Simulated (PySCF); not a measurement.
# One shape, several levels: BH3S (SMILES BS)

We compute a comparison of 6 runs (HF/STO-3G, HF/def2-SVP, B3LYP/6-31G*, r2SCAN/pcseg-1, B2PLYP/aug-cc-pVDZ, MP2/STO-3G) of BH3S. Input form: a Python script.

The calculation is run with PySCF 2.14.0.

### 1 The structure to begin with

The species is BH3S (5 atoms), meant as a singlet with charge 0. As SMILES, `BS`. The coordinates come from a PBE0-D4/def2-TZVP relaxation.

Bond lengths: B1–S2 1.765 Å, B1–H3 1.192 Å, B1–H4 1.190 Å, S2–H5 1.344 Å. Angles: B1–S2–H5 99.2°, S2–B1–H3 115.8°, S2–B1–H4 121.4°, H3–B1–H4 122.7°.

### 2 Energy and gradient at HF/STO-3G (run 1)

The input, job.py:

```python
# BS
import pyscf.grad
from pyscf import gto, scf

mol = gto.M(
    atom='''
B     -0.740962    -0.795575     0.166485
S      0.305569     2.337402    -0.291585
H     -2.953453    -1.051444     0.499266
H      0.693718    -2.527698     0.140218
H      2.789425     1.898041    -0.592618
''',
    basis='sto-3g',
    verbose=3,
    unit='bohr',
    charge=0,
    max_memory=1860,
)

mf = scf.RHF(mol)
mf.conv_tol = 1e-10
mf.kernel()
if not mf.converged:
    mf = mf.newton().run(mf.mo_coeff, mf.mo_occ)

e_final = mf.e_tot
print('Final energy', e_final)
grad = mf.Gradients().kernel()
mf.analyze()
```

On the command line:

```bash
$ OMP_NUM_THREADS=1 python job.py
```

The log of the run:

```text
converged SCF energy = -419.300045861751
Final energy -419.3000458617506
--------------- RHF gradients ---------------
         x                y                z
0 B     0.0016740605    -0.0035096905     0.0001148249
1 S    -0.0051986245     0.0164431505    -0.0009189892
2 H    -0.0225786728     0.0023933473     0.0028973993
3 H     0.0160414440    -0.0147937610    -0.0007493585
4 H     0.0100617929    -0.0005330464    -0.0013438765
----------------------------------------------
**** MO energy ****
MO #1   energy= -90.7697329288711  occ= 2
MO #2   energy= -8.6692920777726   occ= 2
MO #3   energy= -7.40077283738069  occ= 2
MO #4   energy= -6.30166833415776  occ= 2
MO #5   energy= -6.29911435067621  occ= 2
MO #6   energy= -6.29755215438232  occ= 2
MO #7   energy= -0.916816362083715 occ= 2
MO #8   energy= -0.625134882482476 occ= 2
MO #9   energy= -0.509636608726123 occ= 2
MO #10  energy= -0.434551388758479 occ= 2
MO #11  energy= -0.360971166939234 occ= 2
MO #12  energy= -0.307859283440485 occ= 2
MO #13  energy= 0.264273939301653  occ= 0
MO #14  energy= 0.468734137410323  occ= 0
MO #15  energy= 0.592912246167135  occ= 0
MO #16  energy= 0.712137610260826  occ= 0
MO #17  energy= 0.798612959407236  occ= 0
 ** Mulliken atomic charges  **
charge of    0B =     -0.00792
charge of    1S =      0.15285
charge of    2H =     -0.05357
charge of    3H =     -0.05442
charge of    4H =     -0.03694
Dipole moment(X, Y, Z, Debye):  0.87143, -0.05626, -0.11541
```

It took 1.5 s on 1 thread of Intel Xeon at 2.70GHz, shared host; peak memory 0.12 GiB.

### 3 Energy and forces at HF/def2-SVP (run 2)

The input, run.py:

```python
# BS
from pyscf import gto

mol = gto.M(
    atom='''
B       -0.392100      -0.421000       0.088100
S        0.161700       1.236900      -0.154300
H       -1.562900      -0.556400       0.264200
H        0.367100      -1.337600       0.074200
H        1.476100       1.004400      -0.313600
''',
    verbose=4,
    max_memory=1860,
    basis='def2-svp',
)

myscf = mol.RHF()
myscf.conv_tol = 1e-10
myscf.kernel()
if not myscf.converged:
    myscf = myscf.newton().run(myscf.mo_coeff, myscf.mo_occ)

e_final = myscf.e_tot
print('Final energy', e_final)
grad = myscf.nuc_grad_method().kernel()
myscf.analyze()
```

On the command line:

```bash
$ OMP_NUM_THREADS=1 python run.py
```

The log of the run:

```text
PySCF version 2.14.0

[... 76 lines left out ...]
Two-electron Energy =                  202.727490301772832
[... 8 lines left out ...]
MO #5   energy= -6.65132239930394  occ= 2
[... 6 lines left out ...]
MO #12  energy= -0.403546317695267 occ= 2
[... 6 lines left out ...]
MO #19  energy= 0.399940258255384  occ= 0
[... 6 lines left out ...]
MO #26  energy= 0.849351131572849  occ= 0
[... 6 lines left out ...]
MO #33  energy= 1.27263258885666   occ= 0
[... 6 lines left out ...]
MO #40  energy= 1.88240882944393   occ= 0
[... 6 lines left out ...]
MO #47  energy= 2.91933976155278   occ= 0
[... 55 lines left out ...]
Dipole moment(X, Y, Z, Debye):  0.91894, -0.42168, -0.08552
```

It took 2.6 s on 1 thread of Intel Xeon at 2.70GHz, shared host; peak memory 0.12 GiB.

Runs 3 to 4 aren't shown in full; the table further down has their settings and results.

### 4 A single-point energy at B2PLYP/aug-cc-pVDZ (run 5)

The input, input.py:

```python
from pyscf import gto, dft, mp

mol = gto.M(
    atom='''
B       -0.392100      -0.421000       0.088100
S        0.161700       1.236900      -0.154300
H       -1.562900      -0.556400       0.264200
H        0.367100      -1.337600       0.074200
H        1.476100       1.004400      -0.313600
''',
    verbose=4,
    max_memory=1860,
    basis='aug-cc-pvdz',
)

ks = dft.RKS(mol)
ks.xc = '0.53*HF + 0.47*B88, 0.73*LYP'
ks.grids.level = 5
ks.conv_tol = 1e-10
ks.kernel()
if not ks.converged:
    ks = ks.newton().run(ks.mo_coeff, ks.mo_occ)

pt = mp.MP2(ks, frozen=6).run()
etot = ks.e_tot + 0.27 * pt.e_corr
print('PT2 part  %.8f' % (0.27 * pt.e_corr))
print(f'total energy: {etot:.8f} hartree')
dip = ks.dip_moment()
pop, q = ks.mulliken_pop()
```

On the command line:

```bash
$ OMP_NUM_THREADS=1 python input.py
```

The log of the run:

```text
PySCF version 2.14.0

[... 73 lines left out ...]
converged SCF energy = -424.604891715482
[... 9 lines left out ...]
total energy: -424.68401080 hartree
Dipole moment(X, Y, Z, Debye):  0.83264, -0.25616, -0.09006
[... 83 lines left out ...]
charge of    4H =      0.00076
```

It took 16 s on 1 thread of Intel Xeon at 2.70GHz, shared host; peak memory 0.37 GiB.

### 5 Energy and gradient at MP2/STO-3G (run 6)

The input, input.py:

```python
# BS
from pyscf import gto, mp

system = gto.M(
    atom='''
B   -0.392100  -0.421000   0.088100
S    0.161700   1.236900  -0.154300
H   -1.562900  -0.556400   0.264200
H    0.367100  -1.337600   0.074200
H    1.476100   1.004400  -0.313600
''',
    basis='sto-3g',
    verbose=3,
    max_memory=1860,
)

mf = system.RHF()
mf.conv_tol = 1e-10
mf.kernel()
if not mf.converged:
    mf = mf.newton().run(mf.mo_coeff, mf.mo_occ)

pt = mp.MP2(mf, frozen=6).run()
e_tot = pt.e_tot
print(f'total energy: {e_tot:.8f} hartree')
grad = pt.nuc_grad_method().kernel()
mf.analyze()
```

On the command line:

```bash
$ OMP_NUM_THREADS=1 python input.py
```

The log of the run:

```text
converged SCF energy = -419.300045857784
E(RMP2) = -419.367909582725  E_corr = -0.0678637249408642
E(SCS-RMP2) = -419.375112138346  E_corr = -0.0750662805621827
total energy: -419.36790958 hartree
--------------- RMP2 gradients ---------------
         x                y                z
0 B    -0.0030229577    -0.0109056640     0.0015058422
1 S     0.0110366751     0.0131662819    -0.0028462719
2 H    -0.0128117827     0.0019688207     0.0015834055
3 H     0.0090330130    -0.0077830571    -0.0004762927
4 H    -0.0042349476     0.0035536185     0.0002333169
----------------------------------------------
**** MO energy ****
MO #1   energy= -90.7697329682597  occ= 2
MO #2   energy= -8.66929211320283  occ= 2
MO #3   energy= -7.40077281828478  occ= 2
MO #4   energy= -6.30166836860851  occ= 2
MO #5   energy= -6.29911438651822  occ= 2
MO #6   energy= -6.29755218946818  occ= 2
MO #7   energy= -0.916816398209417 occ= 2
MO #8   energy= -0.625134841255389 occ= 2
MO #9   energy= -0.509636629102597 occ= 2
MO #10  energy= -0.434551318735925 occ= 2
MO #11  energy= -0.360971211462676 occ= 2
MO #12  energy= -0.307859314984224 occ= 2
MO #13  energy= 0.264273965087187  occ= 0
MO #14  energy= 0.46873406852244   occ= 0
MO #15  energy= 0.592912387231359  occ= 0
MO #16  energy= 0.712137501908263  occ= 0
MO #17  energy= 0.798612929032546  occ= 0
 ** Mulliken atomic charges  **
charge of    0B =     -0.00792
charge of    1S =      0.15285
charge of    2H =     -0.05357
charge of    3H =     -0.05442
charge of    4H =     -0.03694
Dipole moment(X, Y, Z, Debye):  0.87143, -0.05626, -0.11541
```

Run time: 1.2 s. Hardware: 1 thread of Intel Xeon at 2.70GHz, shared host; peak memory 0.12 GiB.

### 6 All runs side by side

```
run                               level  integration grid      task  energy (Eh)  dipole moment (D) of the reference  HOMO energy (eV)  LUMO energy (eV)  wall time
  1                           HF/STO-3G                 –  gradient  -419.300046                                0.88             -8.38              7.19      1.5 s
  2                         HF/def2-SVP                 –  gradient  -423.830001                                1.01            -10.98              2.50      2.6 s
  3  B3LYP/6-31G* (spherical functions)                 5  gradient  -424.853230                                0.99             -8.09             -1.15       12 s
  4                      r2SCAN/pcseg-1                 5  gradient  -424.777112                                1.07             -7.65             -1.92       17 s
  5                  B2PLYP/aug-cc-pVDZ                 5    energy  -424.684011                                0.88             -9.39             -0.08       16 s
  6                          MP2/STO-3G                 –  gradient  -419.367910                                0.88             -8.38              7.19      1.2 s
```

### 7 Summary of results

| quantity | value |
| --- | --- |
| run 6: total energy | -419.36791 Eh |
| run 6: dipole moment (Hartree–Fock density) | 0.88 D |
| run 6: HOMO energy (Hartree–Fock orbitals) | -8.38 eV |
| run 6: LUMO energy (Hartree–Fock orbitals) | 7.19 eV |
| run 6: HOMO–LUMO gap (Hartree–Fock orbitals) | 15.57 eV |
| run 6: correlation energy (6 core orbitals frozen) | -67.9 mEh |
| run 6: largest force on an atom | 0.895 eV/Å |

Over runs 1, 2, 3, 4, 5 the dipole moment (its size) runs from 0.88 D (B2PLYP/aug-cc-pVDZ) to 1.07 D (r2SCAN/pcseg-1). The two ends differ in method and basis. A double hybrid's value is that of its SCF part. Over runs 1, 2, 3, 4, 5 the HOMO–LUMO gap runs from 5.73 eV (r2SCAN/pcseg-1) to 15.57 eV (HF/STO-3G). Totals of different functionals can't be ranked against each other. In runs 1, 6 the basis is minimal, so the values are rough. All runs together took 51 s, the longest 17 s.
